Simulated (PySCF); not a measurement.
**4-methylthiazole (Cc1cscn1, C₄H₅NS)**

Geometry:
```csv
atom,x (Å),y (Å),z (Å)
C1,-1.641,-0.106,0.269
C2,-0.175,-0.002,0.036
C3,0.536,1.154,-0.108
S4,2.185,0.804,-0.370
C5,1.821,-0.868,-0.271
N6,0.574,-1.145,-0.060
H7,-2.088,0.875,0.425
H8,-2.130,-0.579,-0.587
H9,-1.843,-0.729,1.143
H10,0.174,2.169,-0.069
H11,2.596,-1.616,-0.380
```

Method used: quadratic response CAM-B3LYP/def2-TZVPD first hyperpolarisability, Taylor convention, gas phase (PySCF). Geometry: PBE0-D3(BJ)/def2-TZVP.

Question: What is the first hyperpolarisability, and how does it disperse?

Answer: In 10⁻³⁰ esu, Taylor convention; the vector part is βᵢ = ⅓ Σⱼ (βᵢⱼⱼ + βⱼᵢⱼ + βⱼⱼᵢ); β∥ is 3/5 of the vector part along the dipole, the dipole points from − to +:
| process | λ (nm) | β vector norm | β∥ | β HRS | depolarisation ratio |
| --- | --- | --- | --- | --- | --- |
| static β(0;0,0) | ∞ | 1.48 | -0.41 | 0.55 | 8.59 |
| second harmonic β(−2ω;ω,ω) | 1907 | 1.54 | -0.42 | 0.57 | 8.71 |
| Pockels β(−ω;ω,0) | 1907 | 1.50 | -0.41 | – | – |
| second harmonic β(−2ω;ω,ω) | 1064 | 1.69 | -0.44 | 0.62 | 9.01 |
| Pockels β(−ω;ω,0) | 1064 | 1.55 | -0.42 | – | – |

Question: Which lowest excitations, dipole and polarisabilities go with it?

Answer: S1 5.55 eV (f = 0.001); S2 5.57 eV (f = 0.075); S3 5.89 eV (f = 0.002); dipole 1.40 D; isotropic α 71.1 au static, 71.3 au at 1907 nm, 71.8 au at 1064 nm, 72.0 au at 953.5 nm, 74.2 au at 532 nm.
